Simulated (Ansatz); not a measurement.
Geometry optimisation, Ansatz 0.2.0, RKS PBE-D4/def2-SVP.

Input file:

```yaml
crystal:
  periodic: [false, false, false]
  atoms:
    - { symbol: B, position_ang: [0.0, 0.0, 0.0] }
    - { symbol: O, position_ang: [0.0, 0.0, 1.76] }
    - { symbol: H, position_ang: [-0.9095, -0.2814, 2.0971] }
    - { symbol: H, position_ang: [1.0305, 0.0, -0.595] }
    - { symbol: H, position_ang: [-1.0305, 0.0, -0.595] }
    - { symbol: Si, position_ang: [0.1008, 2.1328, 0.7095] }
    - { symbol: H, position_ang: [0.6771, 2.1737, 2.0503] }
    - { symbol: H, position_ang: [0.9351, 2.9107, -0.2019] }
    - { symbol: H, position_ang: [-1.2441, 2.7001, 0.741] }
    - { symbol: H, position_ang: [0.0529, 1.1188, 1.7067] }
basis:
  gaussian: { orbitals: def2-SVP }
hamiltonian:
  xc: pbe
  dispersion: d4
relax:
  f_tol: 0.15
  max_steps: 25
  restrain:
    - { distance: [0, 5], at: 1.95, k: 30.0 }
    - { distance: [9, 1], at: 1.01, k: 30.0 }
    - { distance: [0, 1], at: 2.61, k: 30.0 }
    - { distance: [9, 5], at: 2.66, k: 30.0 }
output:
  orbitals: {}
```

Run as:

```bash
$ ansatz run input.yaml --threads 1 --pin off --max-ram 2048MiB --backend cpu --events-out ev --progress --plain --runs-dir out
```

Where does it end, and by what steps?

The run converged. The restraints hold the end off the free minimum; the threshold counts their pulls, which the force column leaves out. Restrained pairs: B1–Si6 (2.25 → 1.97 Å), O2–H10 (1.12 → 0.99 Å), B1–O2 (1.76 → 2.59 Å), Si6–H10 (1.42 → 2.66 Å). After 12 steps the energy has fallen by 2.949 eV (the restraints' own energy left out); H10 moved furthest, 1.03 Å.

| step | energy less start (eV) | largest force component (eV/Å) | accepted |
| --- | --- | --- | --- |
| 0 | 0.0000 | 7.198 | yes |
| 1 | -1.6086 | 3.575 | yes |
| 2 | -1.9077 | 3.291 | yes |
| 3 | -2.1402 | 3.562 | yes |
| 4 | -2.4540 | 2.913 | yes |
| 5 | -2.8672 | 1.190 | yes |
| 6 | -2.9100 | 0.689 | yes |
| 7 | -2.8832 | 1.306 | no |
| 8 | -2.9278 | 0.871 | yes |
| 9 | -2.9380 | 0.793 | yes |
| 10 | -2.9407 | 0.853 | yes |
| 11 | -2.9399 | 0.845 | yes |
| 12 | -2.9495 | 0.734 | yes |

```xyz
10
Properties=species:S:1:pos:R:3
B 0.155 0.406 -0.336
O -0.362 -0.306 2.102
H -1.247 0.105 2.168
H 1.206 -0.198 -0.437
H -0.830 -0.081 -0.858
Si 0.112 2.205 0.466
H 1.059 2.321 1.645
H 0.529 3.286 -0.507
H -1.245 2.603 0.998
H 0.235 0.414 2.433
```

Run time: 15 s on 1 thread of Intel(R) Xeon(R) 6975P-C (Granite Rapids), on a shared host, peak memory 0.16 GiB.
